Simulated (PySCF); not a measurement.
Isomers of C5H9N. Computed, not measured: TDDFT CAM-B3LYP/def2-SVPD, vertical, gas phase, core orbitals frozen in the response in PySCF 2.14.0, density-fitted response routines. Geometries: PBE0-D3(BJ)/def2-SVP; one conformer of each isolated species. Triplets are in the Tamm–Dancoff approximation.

A. `C1CC(=N)CC1`
B. `[C@H](C)(CC#C)N`
C. `CC(C)(C)C#N`
D. `CC1=NCCC1`

Lowest singlet levels (six at most, fewer where fewer were computed) with oscillator strengths:

1. 160 nm (f 0.000); 154 nm (f 0.008 summed over 2 states); 140 nm (f 0.123 summed over 2 states); 132 nm (f 0.010 summed over 2 states); 127 nm (f 0.050 summed over 2 states); 126 nm (f 0.001); T1 6.36 eV
2. 233 nm (f 0.003); 175 nm (f 0.035); 161 nm (f 0.209); 160 nm (f 0.018); 155 nm (f 0.001); 148 nm (f 0.007); T1 4.61 eV
3. 191 nm (f 0.000); 189 nm (f 0.010); 183 nm (f 0.002); 182 nm (f 0.001); 164 nm (f 0.034); 164 nm (f 0.026)
4. 219 nm (f 0.002); 174 nm (f 0.028); 169 nm (f 0.007); 167 nm (f 0.253); 155 nm (f 0.026); 152 nm (f 0.002)

Question: Which spectrum belongs to which structure?

Answer: 1 = C, 2 = A, 3 = B, 4 = D.
- A: S1 at 5.32 eV, HOMO→LUMO (93%); Löwdin shares by element: HOMO nitrogen 55%, carbon 23% or more, hydrogen 8% or more; LUMO carbon 46% or more, nitrogen 25% (atoms not listed hold the other 29%); HOMO -8.67 and LUMO 1.04 eV.
- B: S1 at 6.49 eV, HOMO-1→LUMO+2 (28%), HOMO-1→LUMO+4 (24%), HOMO-2→LUMO+3 (14%); Löwdin shares by element: HOMO nitrogen 58%, carbon 13% or more, hydrogen 12% or more (atoms not listed hold the other 17%); LUMO carbon 44% or more (atoms not listed hold the other 56%); HOMO -8.46 and LUMO 1.30 eV.
- C: S1 at 7.73 eV, HOMO-1/HOMO→LUMO+1/LUMO+2 (≥44%), HOMO-1/HOMO→LUMO+5 (≥18%); Löwdin shares by element: HOMO (one of a set within 0.03 eV) carbon 48% or more, nitrogen 41%; LUMO carbon 49% or more (atoms not listed hold the other 51%); HOMO -10.66 and LUMO 1.02 eV; point group C3v, 1 of its 10 listed states under f = 0.0005.
- D: S1 at 5.67 eV, HOMO→LUMO+1 (96%); Löwdin shares by element: HOMO nitrogen 61%, carbon 26% or more; LUMO carbon 49% or more (atoms not listed hold the other 51%); HOMO -8.71 and LUMO 1.28 eV.

A slash joins orbitals within 0.01 eV of each other, whose weights are summed (≥ marks a lower bound).
